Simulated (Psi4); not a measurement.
**CCl2 (dichloromethylene): levels of theory compared**

Aim: a comparison of 6 runs (PBE0/def2-SVP, SVWN5/pcseg-2, MP2/def2-SVPD, MP4(SDQ)/def2-SVPD, MP2.5/cc-pVTZ-DK) of CCl2 (dichloromethylene). 

Program for the calculation: Psi4 1.11.

4 further runs of the same task are left out: 4 set aside as unsound or not needed.

## (1) The structure to begin with

CCl2 has 3 atoms, charge 0, and is taken as a singlet. SMILES: `Cl[C]Cl`. Geometry: relaxed at PBE0-D4/def2-TZVP.

Bond lengths: Cl1–C2 1.708 Å, C2–Cl3 1.708 Å. Angles: Cl1–C2–Cl3 109.5°.

## (2) Energy and gradient at PBE0/def2-SVP (run 1)

Contents of ccl2.json:

```json
{
  "schema_name": "qcschema_input",
  "schema_version": 1,
  "molecule": {
    "schema_name": "qcschema_molecule",
    "schema_version": 2,
    "symbols": ["Cl", "C", "Cl"],
    "geometry": [2.3370243, -0.62228681, 1.21755054, -0.43766057, -1.10567876, -0.35867002, -1.89936373, 1.72815454, -0.85888052],
    "molecular_charge": 0,
    "molecular_multiplicity": 1,
    "fix_symmetry": "c1"
  },
  "driver": "gradient",
  "model": {
    "method": "pbe0",
    "basis": "def2-SVP"
  },
  "keywords": {
    "reference": "rks",
    "puream": true,
    "e_convergence": 1e-09,
    "d_convergence": 1e-08,
    "scf_type": "pk",
    "dft_radial_points": 99,
    "dft_spherical_points": 590,
    "scf_properties": ["MAYER_INDICES", "LOWDIN_CHARGES", "WIBERG_LOWDIN_INDICES"]
  }
}
```

Run with:

```bash
psi4 --qcschema ccl2.json -n 1 --memory 1600MB
```

stdout:

```text
[...]
  Running in c1 symmetry.
[...]
  Nuclear repulsion =  118.034069041060604
[...]
  Multiplicity = 1
[...]
  Nalpha       = 20
  Nbeta        = 20
[...]
    Number of basis functions: 50
[...]
   @RKS iter   1:  -957.69475437179597   -7.74667e-02   4.02380e-03 ADIIS/DIIS
[...]
   @RKS iter  11:  -957.71913054002903    2.27374e-13   9.52565e-10 DIIS
[...]
    Orbital Energies [Eh]
    ---------------------
    Doubly Occupied:
       1A   -101.726431     2A   -101.726379     3A    -10.372413
       4A     -9.579822     5A     -9.579791     6A     -7.319441
       7A     -7.319422     8A     -7.313676     9A     -7.313669
      10A     -7.309850    11A     -7.309833    12A     -0.969336
      13A     -0.884317    14A     -0.623154    15A     -0.490061
      16A     -0.435664    17A     -0.434163    18A     -0.368665
      19A     -0.344796    20A     -0.267270
[...]
  @RKS Final Energy:  -957.71913054002903
   => Energetics <=
    Nuclear Repulsion Energy =            118.0340690410606044
    One-Electron Energy =               -1555.2855909790637270
    Two-Electron Energy =                 525.9563007949807343
    DFT Exchange-Correlation Energy =     -46.4239093970066392
    Empirical Dispersion Energy =           0.0000000000000000
    VV10 Nonlocal Energy =                  0.0000000000000000
    Total Energy =                       -957.7191305400290275
[...]
  -Total Gradient:
     Atom            X                  Y                   Z
    ------   -----------------  -----------------  -----------------
       1       -0.005171783585    -0.000373176450    -0.000000000000
       2        0.002381084904     0.004733541740     0.000000000000
       3        0.002792980273    -0.004355811404    -0.000000000000
[...]
```

The result, in JSON:

```text
{
 "driver": "gradient",
 "model": {
  "method": "pbe0",
  "basis": "def2-SVP"
 },
 "success": true,
 "return_result": [-0.005171783585309536, -0.0003731764497817078, -9.228110670812862e-14, 0.0023810849040607623, 0.0047335417399502755, 3.97159177049985e-15, 0.00279298027296887, -0.004355811404111121, -5.5260538961641437e-14],
 "properties": {
  "calcinfo_nbasis": 50,
  "calcinfo_nmo": 50,
  "calcinfo_nalpha": 20,
  "calcinfo_nbeta": 20,
  "calcinfo_natom": 3,
  "nuclear_repulsion_energy": 118.0340690410606,
  "return_energy": -957.719130540029,
  "return_gradient": [-0.005171783585309536, -0.0003731764497817078, -9.228110670812862e-14, 0.0023810849040607623, 0.0047335417399502755, 3.97159177049985e-15, 0.00279298027296887, -0.004355811404111121, -5.5260538961641437e-14],
  "scf_one_electron_energy": -1555.2855909790637,
  "scf_two_electron_energy": 525.9563007949807,
  "scf_xc_energy": -46.42390939700664,
  "scf_dipole_moment": [0.25560368197841066, 0.5101175256085448, 5.8951232420005264e-15],
  "scf_total_energy": -957.719130540029,
  "scf_total_gradient": [-0.005171783585309536, -0.0003731764497817078, -9.228110670812862e-14, 0.0023810849040607623, 0.0047335417399502755, 3.97159177049985e-15, 0.00279298027296887, -0.004355811404111121, -5.5260538961641437e-14],
  "scf_iterations": 11
 }
}
```

It took 6 s on 1 thread of Intel Xeon Platinum 8375C at 2.90GHz (Ice Lake), shared host; peak memory 0.4 GiB.

## (3) The energy at SVWN5/pcseg-2 (run 2)

Contents of run.py:

```python
import psi4

psi4.set_memory('1600 MB')
psi4.set_num_threads(1)
psi4.core.set_output_file('psi4.out', False)

geom = psi4.geometry("""
0 1
Cl     1.236700    -0.329300     0.644300
C     -0.231600    -0.585100    -0.189800
Cl    -1.005100     0.914500    -0.454500
units angstrom
symmetry c1
""")

psi4.set_options({
    'basis': 'pcseg-2',
    'puream': True,
    'e_convergence': 1e-09,
    'd_convergence': 1e-08,
    'scf_type': 'pk',
    'dft_radial_points': 99,
    'dft_spherical_points': 590,
})

energy_value, wavefunction = psi4.energy('scf', dft_functional={"name": "SVWN5", "x_functionals": {"LDA_X": {}}, "c_functionals": {"LDA_C_VWN": {}}}, return_wfn=True)
psi4.oeprop(wavefunction, 'MAYER_INDICES', 'LOWDIN_CHARGES', 'MULLIKEN_CHARGES', title='SCF')
print('E =', round(energy_value, 9))
for k, v in sorted(psi4.core.scalar_variables().items()):
    print(f'{k:45s} {v:18.10f}')
```

Run with:

```bash
python run.py
```

psi4.out:

```text
[...]
  Running in c1 symmetry.
[...]
  Nuclear repulsion =  118.034069031944654
[...]
  Multiplicity = 1
[...]
  Nalpha       = 20
  Nbeta        = 20
[...]
    Number of basis functions: 98
[...]
   @RKS iter   1:  -954.99941115916647    9.83804e-02   5.54422e-03 DIIS/ADIIS
[...]
   @RKS iter  11:  -955.15204630952849   -1.72804e-11   5.89383e-09 DIIS
[...]
  @RKS Final Energy:  -955.15204630952849
   => Energetics <=
    Nuclear Repulsion Energy =            118.0340690319446537
    One-Electron Energy =               -1555.6495218321192624
    Two-Electron Energy =                 540.9126964744114048
    DFT Exchange-Correlation Energy =     -58.4492899837653397
    Empirical Dispersion Energy =           0.0000000000000000
    VV10 Nonlocal Energy =                  0.0000000000000000
    Total Energy =                       -955.1520463095284867
[...]
 Multipole Moments:
 ------------------------------------------------------------------------------------
     Multipole            Electronic (a.u.)      Nuclear  (a.u.)        Total (a.u.)
 ------------------------------------------------------------------------------------
 L = 1.  Multiply by 2.5417464519 to convert [e a0] to [Debye]
 Dipole X            :          0.3643373           -0.1183992            0.2459381
 Dipole Y            :          0.7271915           -0.2363729            0.4908186
 Dipole Z            :          0.0000000            0.0000000            0.0000000
 Magnitude           :                                                    0.5489885
[...]
```

The script printed:

```text
E = -955.15204631
CURRENT ENERGY                                   -955.1520463095
CURRENT REFERENCE ENERGY                         -955.1520463095
DD SOLVATION ENERGY                                 0.0000000000
DFT FUNCTIONAL TOTAL ENERGY                      -955.1520463095
DFT TOTAL ENERGY                                 -955.1520463095
DFT VV10 ENERGY                                     0.0000000000
DFT XC ENERGY                                     -58.4492899838
GRID ELECTRONS ALPHA                               20.0000000159
GRID ELECTRONS BETA                                20.0000000159
GRID ELECTRONS TOTAL                               40.0000000319
NUCLEAR REPULSION ENERGY                          118.0340690319
ONE-ELECTRON ENERGY                             -1555.6495218321
PCM POLARIZATION ENERGY                             0.0000000000
PE ENERGY                                           0.0000000000
SCF ITERATION ENERGY                             -955.1520463095
SCF ITERATIONS                                     11.0000000000
SCF TOTAL ENERGY                                 -955.1520463095
TWO-ELECTRON ENERGY                               540.9126964744
XC GRID RADIAL POINTS                              99.0000000000
XC GRID SPHERICAL POINTS                          590.0000000000
XC GRID TOTAL POINTS                           164754.0000000000
```

It took 6.6 s on 1 thread of Intel Xeon Platinum 8375C at 2.90GHz (Ice Lake), shared host; peak memory 0.49 GiB.

## (4) The energy at MP2/def2-SVPD (DKH3, density fitting, density fitting for correlation) (run 3)

Contents of calc.py:

```python
import psi4

psi4.set_memory('1600 MB')
psi4.set_num_threads(1)
psi4.core.set_output_file('ccl2.out', False)

mol = psi4.geometry("""
Cl     1.236700    -0.329300     0.644300
C     -0.231600    -0.585100    -0.189800
Cl    -1.005100     0.914500    -0.454500
units angstrom
""")

psi4.set_options({
    'basis': 'def2-SVPD',
    'scf_type': 'df',
    'freeze_core': True,
    'mp2_type': 'df',
    'relativistic': 'dkh',
    'dkh_order': 3,
})

result = psi4.energy('mp2', molecule=mol)
print('E =', round(result, 9))
for k, v in sorted(psi4.core.scalar_variables().items()):
    print(f'{k:45s} {v:18.10f}')
```

Run with:

```bash
python calc.py
```

ccl2.out:

```text
[...]
  Running in cs symmetry.
[...]
  Nuclear repulsion =  118.034069031944654
[...]
  Multiplicity = 1
[...]
  Nalpha       = 20
  Nbeta        = 20
[...]
    Number of basis functions: 74
[...]
   @DF-RHF iter   1:  -958.86911800360804   -2.48040e-01   3.95020e-03 ADIIS/DIIS
[...]
   @DF-RHF iter  11:  -958.90382414988471   -7.84439e-12   9.08392e-09 DIIS
[...]
  @DF-RHF Final Energy:  -958.90382414988471
   => Energetics <=
    Nuclear Repulsion Energy =            118.0340690319446537
    One-Electron Energy =               -1557.2684980614590131
    Two-Electron Energy =                 480.3306048796296182
    Total Energy =                       -958.9038241498847128
[...]
 Multipole Moments:
 ------------------------------------------------------------------------------------
     Multipole            Electronic (a.u.)      Nuclear  (a.u.)        Total (a.u.)
 ------------------------------------------------------------------------------------
 L = 1.  Multiply by 2.5417464519 to convert [e a0] to [Debye]
 Dipole X            :          0.2986327           -0.1183992            0.1802336
 Dipole Y            :          0.5960213           -0.2363729            0.3596484
 Dipole Z            :          0.0000000            0.0000000            0.0000000
 Magnitude           :                                                    0.4022823
[...]
```

Standard output:

```text
E = -959.312692493
CURRENT CORRELATION ENERGY                         -0.4088683430
CURRENT ENERGY                                   -959.3126924929
CURRENT REFERENCE ENERGY                         -958.9038241499
CUSTOM SCS-MP2 CORRELATION ENERGY                  -0.3956252629
CUSTOM SCS-MP2 TOTAL ENERGY                      -959.2994494128
DD SOLVATION ENERGY                                 0.0000000000
HF KINETIC ENERGY                                 956.7934232853
HF POTENTIAL ENERGY                             -1915.6972474352
HF TOTAL ENERGY                                  -958.9038241499
HF VIRIAL RATIO                                     2.0022057017
MP2 CORRELATION ENERGY                             -0.4088683430
MP2 DOUBLES ENERGY                                 -0.4088683430
MP2 OPPOSITE-SPIN CORRELATION ENERGY               -0.2992336330
MP2 SAME-SPIN CORRELATION ENERGY                   -0.1096347100
MP2 SINGLES ENERGY                                 -0.0000000000
MP2 TOTAL ENERGY                                 -959.3126924929
NUCLEAR REPULSION ENERGY                          118.0340690319
ONE-ELECTRON ENERGY                             -1557.2684980615
PCM POLARIZATION ENERGY                             0.0000000000
PE ENERGY                                           0.0000000000
SCF ITERATION ENERGY                             -958.9038241499
SCF ITERATIONS                                     11.0000000000
SCF TOTAL ENERGY                                 -958.9038241499
SCS-MP2 CORRELATION ENERGY                         -0.3956252629
SCS-MP2 TOTAL ENERGY                             -959.2994494128
TWO-ELECTRON ENERGY                               480.3306048796
```

It took 2 s on 1 thread of Intel Xeon Platinum 8375C at 2.90GHz (Ice Lake), shared host; peak memory 0.2 GiB.

Runs 4 to 5 aren't shown in full; the table further down has their settings and results.

## (5) The energy at MP2.5/cc-pVTZ-DK (sfX2C, fitted SCF) (run 6)

Contents of job.json:

```json
{
  "schema_name": "qcschema_input",
  "schema_version": 1,
  "molecule": {
    "schema_name": "qcschema_molecule",
    "schema_version": 2,
    "symbols": ["Cl", "C", "Cl"],
    "geometry": [2.3370243, -0.62228681, 1.21755054, -0.43766057, -1.10567876, -0.35867002, -1.89936373, 1.72815454, -0.85888052],
    "molecular_charge": 0,
    "molecular_multiplicity": 1,
    "fix_symmetry": "c1"
  },
  "driver": "energy",
  "model": {
    "method": "mp2.5",
    "basis": "cc-pVTZ-DK"
  },
  "keywords": {
    "reference": "rhf",
    "scf_type": "df",
    "freeze_core": true,
    "mp_type": "conv",
    "guess": "sadno",
    "df_scf_guess": false,
    "maxiter": 50,
    "relativistic": "x2c"
  }
}
```

Run with:

```bash
psi4 --qcschema job.json -n 1 --memory 1600MB
```

stdout:

```text
[...]
  Running in c1 symmetry.
[...]
  Nuclear repulsion =  118.034069041060604
[...]
  Multiplicity = 1
[...]
  Nalpha       = 20
  Nbeta        = 20
[...]
    Number of basis functions: 98
[...]
    WARNING: The X2C and Dirac Hamiltonians have substatially different eigenvalues!
             This is probably caused by the recontraction of the basis set.
[...]
   @DF-RHF iter   1:  -959.01526751757774   -9.59015e+02   1.57805e-02 ADIIS/DIIS
[...]
   @DF-RHF iter  12:  -959.63931746837454   -2.33058e-11   9.75598e-09 DIIS
[...]
  @DF-RHF Final Energy:  -959.63931746837454
   => Energetics <=
    Nuclear Repulsion Energy =            118.0340690410606044
    One-Electron Energy =               -1559.3288647638912607
    Two-Electron Energy =                 481.6554782544562272
    Total Energy =                       -959.6393174683744292
[...]
 Multipole Moments:
 ------------------------------------------------------------------------------------
     Multipole            Electronic (a.u.)      Nuclear  (a.u.)        Total (a.u.)
 ------------------------------------------------------------------------------------
 L = 1.  Multiply by 2.5417464519 to convert [e a0] to [Debye]
 Dipole X            :          0.2930113           -0.1183992            0.1746121
 Dipole Y            :          0.5847957           -0.2363729            0.3484228
 Dipole Z            :         -0.0000000            0.0000000           -0.0000000
 Magnitude           :                                                    0.3897279
[...]
	SCS-MP2 Total Energy (a.u.)        :  -960.14498257735158
	SOS-MP2 Total Energy (a.u.)        :  -960.14000412318148
	SCSN-MP2 Total Energy (a.u.)       :  -959.86895951696022
[...]
	SOS-PI-MP2 Total Energy (a.u.)     :  -960.17851848124349
[...]
	MP2 Total Energy (a.u.)            :  -960.15493948569167
[...]
```

The result, in JSON:

```text
{
 "driver": "energy",
 "model": {
  "method": "mp2.5",
  "basis": "cc-pVTZ-DK"
 },
 "success": true,
 "return_result": -960.1719372227325,
 "properties": {
  "calcinfo_nbasis": 98,
  "calcinfo_nmo": 98,
  "calcinfo_nalpha": 20,
  "calcinfo_nbeta": 20,
  "calcinfo_natom": 3,
  "nuclear_repulsion_energy": 118.0340690410606,
  "return_energy": -960.1719372227325,
  "scf_one_electron_energy": -1559.3288647638913,
  "scf_two_electron_energy": 481.6554782544562,
  "scf_dipole_moment": [0.17461211644752173, 0.3484227752395128, -3.9342562365583115e-14],
  "scf_total_energy": -959.6393174683745,
  "scf_iterations": 12,
  "mp2_same_spin_correlation_energy": -0.130478436696402,
  "mp2_opposite_spin_correlation_energy": -0.3851435806206987,
  "mp2_singles_energy": 0.0,
  "mp2_doubles_energy": -0.5156220173171007,
  "mp2_correlation_energy": -0.5156220173171278,
  "mp2_total_energy": -960.1549394856917
 }
}
```

Run time: 13 s. Hardware: 1 thread of Intel Xeon Platinum 8375C at 2.90GHz (Ice Lake), shared host; peak memory 0.77 GiB.

## (6) The series

```
run                                                                   level      task                 properties  energy (Eh)  HOMO energy (eV)  LUMO energy (eV)  HOMO–LUMO gap (eV)  wall time
  1                                                           PBE0/def2-SVP  gradient    (mayer, lowdin, wiberg)  -957.719131             -7.27             -3.17                4.10        6 s
  2                                                           SVWN5/pcseg-2    energy  (mayer, lowdin, mulliken)  -955.152046             -6.24             -4.58                1.66      6.6 s
  3  MP2/def2-SVPD (DKH3, density fitting, density fitting for correlation)    energy                          –  -959.312692            -10.97              0.73               11.69        2 s
  4        MP2/def2-SVPD (density fitting, density fitting for correlation)    energy                          –  -956.847305            -10.97              0.72               11.68      2.1 s
  5                             MP4(SDQ)/def2-SVPD (Cholesky decomposition)    energy                          –  -956.880356            -10.97              0.72               11.68      5.7 s
  6                                    MP2.5/cc-pVTZ-DK (sfX2C, fitted SCF)    energy                          –  -960.171937            -10.84              0.93               11.77       13 s
```

## (7) Summary of results

```
                                           quantity          value
                                run 6: total energy  -960.17194 Eh
         run 6: HOMO energy (Hartree–Fock orbitals)      -10.84 eV
         run 6: LUMO energy (Hartree–Fock orbitals)        0.93 eV
       run 6: HOMO–LUMO gap (Hartree–Fock orbitals)       11.77 eV
run 6: correlation energy (11 core orbitals frozen)     -532.6 mEh
```

In words: Totals of different functionals can't be ranked against each other. Some runs of one species differ in core potentials or relativity; totals across that change don't compare. All runs together took 35 s, the longest 13 s.
